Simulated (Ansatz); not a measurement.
# C₂H₄ (triplet): up Jacob's ladder to CCSD(T)

How much do the methods differ for C₂H₄ (triplet)? The plan is to run it at one geometry with functionals of several rungs and with coupled cluster. The yardstick is the atomisation energy at the CCSD(T) limit.

The runs use Ansatz 0.2.0, Gaussian basis; functionals in def2-TZVPP, the program's frozen cores in correlated methods.

The runs, in order: LDA (SPW92), PBE-D4, revPBE-D4, BLYP-D4, r2SCAN-D4, B97M-V, PBE0-D4, B3LYP-D4, r2SCANh-D4, r2SCAN0-D4, HSE06-D4, BHLYP-D4, CAM-B3LYP-D4, LC-ωPBE, ωB97X-V, ωB97M-V, B2PLYP, PBE-QIDH; CCSD(T)/def2-SVP; CCSD(T)/def2-TZVPP; CCSD(T)/def2-QZVPP; extrapolation to the limit; RPA on PBE.

## 1. The geometry

An earlier PBE0-D4 in a triple-zeta def2 set relaxation fixed the geometry.

SMILES `[CH2][CH2]`, 6 atoms, charge 0, spin multiplicity 3.

Atoms are counted from 1 here; the program's logs count them from 0.

Bond lengths: C1–C2 1.441 Å, C1–H3 1.087 Å, C1–H4 1.087 Å, C2–H5 1.087 Å, C2–H6 1.087 Å. Angles: C2–C1–H3 121.7°, C2–C1–H4 121.7°, H3–C1–H4 116.6°, C1–C2–H5 121.7°, C1–C2–H6 121.7°, H5–C2–H6 116.6°.

Coordinates:

```xyz
6

C    -0.1671   -0.6944   -0.0954
C     0.1671    0.6944    0.0954
H    -1.1938   -1.0203   -0.2416
H     0.5943   -1.4701   -0.1004
H     0.3976    1.3472   -0.7427
H     0.2019    1.1433    1.0848
```

## 2. LDA

This LDA is Slater exchange with PW92 correlation.

File in.yaml:

```yaml
crystal:
  periodic: [false, false, false]
  atoms:
    - {symbol: C, position_ang: [-0.167148, -0.694392, -0.095369]}
    - {symbol: C, position_ang: [0.167150, 0.694391, 0.095374]}
    - {symbol: H, position_ang: [-1.193807, -1.020308, -0.241645]}
    - {symbol: H, position_ang: [0.594330, -1.470131, -0.100409]}
    - {symbol: H, position_ang: [0.397551, 1.347173, -0.742742]}
    - {symbol: H, position_ang: [0.201933, 1.143266, 1.084791]}
basis:
  gaussian: {orbitals: def2-TZVPP}
magnetization: {spin_polarized: true, initial_magnetization: 2}
hamiltonian: {xc: lda}
output: {orbitals: {seedname: orbitals}}
```

The run is started by

```bash
$ ansatz run in.yaml --threads 4 --pin off --events-out ev --progress --plain --max-ram 10444MiB
```

Further steps of the session: PBE-D4 (GGA); revPBE-D4 (GGA); BLYP-D4 (GGA); r2SCAN-D4 (meta-GGA); B97M-V (meta-GGA); B3LYP-D4 (hybrid); r2SCANh-D4 (hybrid); r2SCAN0-D4 (hybrid); HSE06-D4 (hybrid); BHLYP-D4 (hybrid); CAM-B3LYP-D4 (range-separated); LC-ωPBE (range-separated); ωB97X-V (range-separated); ωB97M-V (range-separated); B2PLYP (double hybrid); PBE-QIDH (double hybrid); CCSD(T) in def2-SVP; CCSD(T) in def2-TZVPP; CCSD(T) in def2-QZVPP; RPA on PBE orbitals.

**Question.** What will the summary of the whole plan be? Wanted: atomisation energy, CCSD(T)/CBS; farthest beyond LDA; mean size of error, GGA; mean size of error, meta-GGA; mean size of error, hybrid; mean size of error, range-separated; mean size of error, double hybrid; gap, smallest and largest; T1 diagnostic.

**Answer**, as computed:

| quantity | value |
| --- | --- |
| atomisation energy, CCSD(T)/CBS | 21.404 eV |
| functionals within 0.107 eV (0.5 %) | ωB97X-V, B2PLYP |
| farthest beyond LDA | PBE-D4 (+0.651 eV) |
| mean size of error, GGA | 0.349 eV |
| mean size of error, meta-GGA | 0.403 eV |
| mean size of error, hybrid | 0.351 eV |
| mean size of error, range-separated | 0.219 eV |
| mean size of error, double hybrid | 0.071 eV |
| gap, smallest and largest | 1.60 eV (LDA (SPW92)), 10.34 eV (LC-ωPBE) |
| T1 diagnostic | 0.0128 |
| triples share of the correlation energy | 3.2 % |

What this shows: The LDA atomisation energy is off by 2.911 eV (14 %): it overbinds. PBE-D4 is off by +0.651 eV. Double hybrids carry the basis error of their MP2 part in triple zeta, and no dispersion term here, so their miss is partly the set-up's. Taken by rung, double hybrid functionals do best (0.071 eV on average) and meta-GGA ones worst beyond LDA (0.403 eV). The reference freezes the cores and leaves out relativity and excitations past (T), so misses under about 0.107 eV can't be ranked. Hartree-Fock recovers 78 % of the binding; the rest is correlation. CCSD(T) in def2-SVP is off by -0.787 eV, more than most functionals: a good method in a small basis is no reference. Orbital gaps span 1.6 to 10.3 eV; exact exchange widens them.
